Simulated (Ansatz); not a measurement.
# The cluster Al3B−: the relaxed shape and its frontier levels

Aim: characterise the cluster Al3B− as a doublet: its structure, frontier levels and distribution of charge and spin.

Program: Ansatz 0.2.0, Gaussian basis. Level of theory: UKS PBE0-D4/def2-TZVPD. These are calculated values, not measurements.

Plan: relaxation at B3LYP-D4/def2-TZVPD; a search for the lowest solution at PBE0-D4/def2-SVP; a single point at PBE0-D4/def2-TZVPD.

1 further run of the same task is left out (set aside as unsound or not needed). Runs told in other sessions of the task aren't counted.

## 1. Starting geometry

4 atoms, charge -1, spin multiplicity 2.

Atoms are counted from 1 here; the program's logs count them from 0.

Bond lengths: B1–Al2 1.999 Å, B1–Al3 2.041 Å, B1–Al4 2.199 Å. Angles: Al2–B1–Al3 78.7°, Al2–B1–Al4 80.4°, Al3–B1–Al4 71.3°.

As a file:

```
atom    x (Å)     y (Å)     z (Å)
  B1  1.98990   0.42880  -0.15470
 Al2  1.71200  -0.72620  -1.76300
 Al3  0.00000   0.00000   0.00000
 Al4  0.86590   1.83000  -1.42330
```

The ion is computed in the gas phase, without counter-ions or solvent.

The start is a random packing geometry.

## 2. Optimising with B3LYP-D4/def2-TZVPD

in.yaml reads:

```yaml
crystal:
  periodic: [false, false, false]
  atoms:
    - {symbol: B, position_ang: [1.989900, 0.428800, -0.154700]}
    - {symbol: Al, position_ang: [1.712000, -0.726200, -1.763000]}
    - {symbol: Al, position_ang: [0.000000, 0.000000, 0.000000]}
    - {symbol: Al, position_ang: [0.865900, 1.830000, -1.423300]}
basis:
  gaussian: {orbitals: def2-TZVPD}
total_charge: -1
magnetization: {spin_polarized: true, initial_magnetization: 1}
hamiltonian: {xc: {name: B3LYP}, dispersion: d4}
scf: {lower_state_search: "off"}
output: {orbitals: {seedname: orbitals}}
relax: {f_tol: 0.02, max_steps: 100}
```

Command:

```console
$ ansatz run in.yaml --threads 4 --pin off --events-out ev --progress --plain --max-ram 3916MiB
```

The runs that follow: Searching for the lowest solution, PBE0-D4/def2-SVP; Single point, PBE0-D4/def2-TZVPD.

Q: Predict the results of all the runs planned. Wanted: point group; commonest bond; HOMO, LUMO at PBE0-D4/def2-TZVPD; ⟨S²⟩.

As calculated:

```
                                          quantity                           value
                                       point group                              Cs
                                    commonest bond  Al–B, 3 of mean length 2.030 Å
HOMO, LUMO at PBE0-D4/def2-TZVPD (over both spins)                  -0.70, 0.96 eV
                                              ⟨S²⟩                           0.788
```

The relaxation broke 3 and made 0 bonds, so the end is another structure than the start. No usable vibrations, so a minimum isn't proven. Whether this spin is the lowest isn't tested here.
